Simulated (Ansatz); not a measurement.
# C2H3N: the cost of one run

Program: Ansatz 0.2.0 through its Python package. Level of theory: PBE/def2-SVP. These are calculated values, not measurements.

**1. Starting point**

Bond lengths: C1–C2 1.257 Å, C2–N3 1.142 Å, C1–H4 1.127 Å, C1–H5 1.089 Å, N3–H6 1.043 Å. Angles: C1–C2–N3 178.5°, C2–C1–H4 117.4°, C2–C1–H5 123.5°, H4–C1–H5 118.4°, C2–N3–H6 112.6°.

The script holds or builds the structure itself.

**2. The script**

Contents of states_c2h3n.py:

```python
"""Restricted and unrestricted solutions of C2H3N, stretched and not."""

import ansatz
from ase import Atoms
import numpy as np

atoms = Atoms(["C", "C", "N", "H", "H", "H"], positions=[
    (-0.6742, -0.0802, -0.5877),
    (0.1584, 0.1457, 0.327),
    (0.924, 0.3219, 1.1555),
    (-0.6329, 0.5785, -1.5018),
    (-1.5133, -0.7669, -0.4814),
    (1.7802, -0.2631, 1.0423),
])
system = ansatz.Crystal.molecule_from_ase(atoms)
symbols = [site.symbol for site in system.cartesian_sites]

start = np.array([site.position_ang for site in system.cartesian_sites])
for factor in [1.0, 1.5]:
    xyz = (start - start.mean(axis=0)) * factor
    scaled = ansatz.Crystal.molecule()
    for symbol, place in zip(symbols, xyz):
        scaled = scaled.atom(symbol, place.tolist())
    calc = scaled.calculation()
    calc = calc.basis(gaussian="def2-SVP")
    calc = calc.functional("pbe").spin("collinear")
    for search in ("off", "standard"):
        try:
            r = calc.scf(lower_state_search=search).run().report
        except ansatz.AnsatzError as error:
            print(f"x{factor} search {search}: {type(error).__name__}")
            continue
        state = r["mean_field"]["state"]
        print(f"all distances x{factor}, search {search:8s} E = {r['free_energy_ev']:.5f} eV  <S^2> = {abs(state['spin_squared']):.3f}  other states met: {len(r['mean_field']['others'])}")
```

**3. The calls as engine input**

The engine receives this input (first run):

```yaml
crystal:
  periodic: [false, false, false]
  atoms:
    - { symbol: C, position_ang: [-0.6812333333333334, -0.06951666666666666, -0.5800166666666666] }
    - { symbol: C, position_ang: [0.15136666666666668, 0.15638333333333335, 0.33468333333333333] }
    - { symbol: "N", position_ang: [0.9169666666666667, 0.33258333333333334, 1.1631833333333332] }
    - { symbol: H, position_ang: [-0.6399333333333334, 0.5891833333333334, -1.4941166666666668] }
    - { symbol: H, position_ang: [-1.5203333333333333, -0.7562166666666666, -0.4737166666666667] }
    - { symbol: H, position_ang: [1.7731666666666666, -0.2524166666666667, 1.0499833333333333] }
basis:
  gaussian:
    orbitals: def2-SVP
hamiltonian:
  xc: pbe
magnetization:
  spin_polarized: true
scf:
  lower_state_search: "off"
```

**4. Launch**

Command:

```bash
python states_c2h3n.py
```

What time and memory should one allow on 1 thread of Arm Neoverse V1, shared host?

About 8.2 s, with a peak of 0.19 GiB.
